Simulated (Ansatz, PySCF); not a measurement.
System: dichloromethane, CH₂Cl₂, net charge 0, singlet state. 
Coordinates optimised at B3LYP-D3(BJ)/def2-TZVP (Ansatz, a program for electronic structure):
```
C
H 1 1.0832
H 1 1.0832 2 111.91
Cl 1 1.7804 2 108.02 3 118.77
Cl 1 1.7804 2 108.02 3 -118.77
```

Dipole moments at this geometry, in debye (magnitudes).

| level | program | dipole (D) |
|---|---|---|
| HF/def2-TZVPD | PySCF | 1.83 |
| BP86/def2-TZVPD | PySCF | 1.60 |
| M06-L/def2-TZVPD | PySCF | 1.58 |
| B97M-V/def2-TZVPD | Ansatz | 1.64 |
| B3LYP/def2-TZVPD | Ansatz | [?] |
| PBE0/def2-TZVPD | Ansatz | 1.66 |
| r2SCANh/def2-TZVPD | Ansatz | 1.68 |
| r2SCAN0/def2-TZVPD | Ansatz | 1.71 |
| PW6B95/def2-TZVPD | PySCF | 1.66 |
| MN15/def2-TZVPD | PySCF | 1.72 |
| HSE06/def2-TZVPD | Ansatz | 1.66 |
| wB97M-V/def2-TZVPD | Ansatz | 1.65 |
| CCSD(T)/aug-cc-pV(D+d)Z | Ansatz | [?] |

### Question
Fill in the missing entries.

### Answer

- B3LYP/def2-TZVPD, dipole (D): 1.65
- CCSD(T)/aug-cc-pV(D+d)Z, dipole (D): 1.64

Measured: 1.60 D (NIST CCCBDB, as tabulated in the package chemicals), a vibrational average. This is an older compilation, not checked against later work.
